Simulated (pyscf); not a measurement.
Four-centre exchange: HO–Au + HF → F–Au + H₂O

Gas phase, singlet surface, charge 0. Bonds broken: Au1–O2, F4–H5. Bonds formed: Au1–F4, O2–H5. Optimised with ωB97X-D3(BJ)/def2-SVP in PySCF. MP2 and CC: frozen core, UHF for open shells. ΔMP2 is the change of the MP2 total energy from the triple- to the quadruple-zeta basis.

Transition state (Å):

```xyz
5

Au     0.2692     0.4044    -0.0008
O     -1.3946    -0.6716     0.9602
H     -1.2446    -1.6223     1.0339
F     -1.6606     0.0426    -1.2157
H     -1.7734    -0.4386    -0.1091
```

One imaginary mode, 620i cm⁻¹; descent along it reached the two sides named, in the forms told below.

```csv
bond,change,reactant side (Å),saddle,product side
Au1–O2,breaks,1.998,2.202,2.7
F4–H5,breaks,0.955,1.212,1.793
Au1–F4,forms,3.1,2.309,2.004
O2–H5,forms,1.611,1.158,0.980
```

Electronic energies relative to the separated reactants (kJ/mol):

```
level                             barrier  reaction energy  reverse barrier
--------------------------------  -------  ---------------  ---------------
ωB97X-D3(BJ)/def2-TZVP              -13.5             -4.9             -8.7
PBE/def2-TZVP                         3.6             +9.4             -5.8
r²SCAN/def2-TZVP                      3.1             +7.7             -4.6
B3LYP-D3(BJ)/def2-TZVP                2.5             +3.6             -1.1
PBE0-D3(BJ)/def2-TZVP                -0.6             +5.1             -5.7
M06-2X/def2-TZVP                    -22.1             -3.3            -18.7
ωB97M-D3(BJ)/def2-TZVP              -13.3             -6.6             -6.8
HF/def2-TZVP                         -4.1            -26.9             22.8
MP2/def2-QZVPP                       30.1            +26.4              3.8
CCSD/def2-TZVPP                      16.0             +7.2              8.8
CCSD(T)/def2-TZVPP                   16.0            +12.6              3.4
CCSD(T)/def2-TZVPP + ΔMP2(QZVPP)     17.8            +11.8              6.0
```

With CCSD(T)/def2-TZVPP + ΔMP2(QZVPP) energies and thermal terms (ideal gas, 1 atm, RRHO with modes under 100 cm⁻¹ raised to 100, one conformer, R ln 2 for chiral ones without a mode under 150 cm⁻¹), in kJ/mol:

```csv
T (K),ΔH‡,ΔG‡,ΔH,ΔG
298,13.8,53.5,+14.7,+15.7
600,12.1,94.6,+14.0,+16.9
900,12.7,135.8,+13.2,+18.5
1200,14.3,176.6,+12.8,+20.3
```

On the reactant side the descent ends in a bound adduct, 55.5 kJ/mol under the separated species and 42.0 kJ/mol under the saddle at ωB97X-D3(BJ)/def2-TZVP. On the product side the descent ends in a bound adduct, 38.5 kJ/mol under the separated species and 29.9 kJ/mol under the saddle at ωB97X-D3(BJ)/def2-TZVP. At ωB97X-D3(BJ), PBE0-D3(BJ), M06-2X, ωB97M-D3(BJ), HF the saddle lies under the separated reactants, which points to a path from their complex (located at ωB97X-D3(BJ) alone). At ωB97X-D3(BJ), PBE, r²SCAN, B3LYP-D3(BJ), PBE0-D3(BJ), M06-2X, ωB97M-D3(BJ) the saddle lies under the separated products, which points to a path from their complex (located at ωB97X-D3(BJ) alone), and parting the products costs more than the saddle. One saddle was located; it need not be the lowest between these sides. The CCSD(T) − MP2 part came from Ansatz, without density fitting, on the same reference. The frozen core leaves the outer d or s,p core shells of the metals and heavy elements correlated in the MP2 and CC values, and def2-TZVPP describes them poorly, which can shift differences by a few kcal/mol. Elements past Kr carry the def2 core potentials, without spin-orbit coupling.
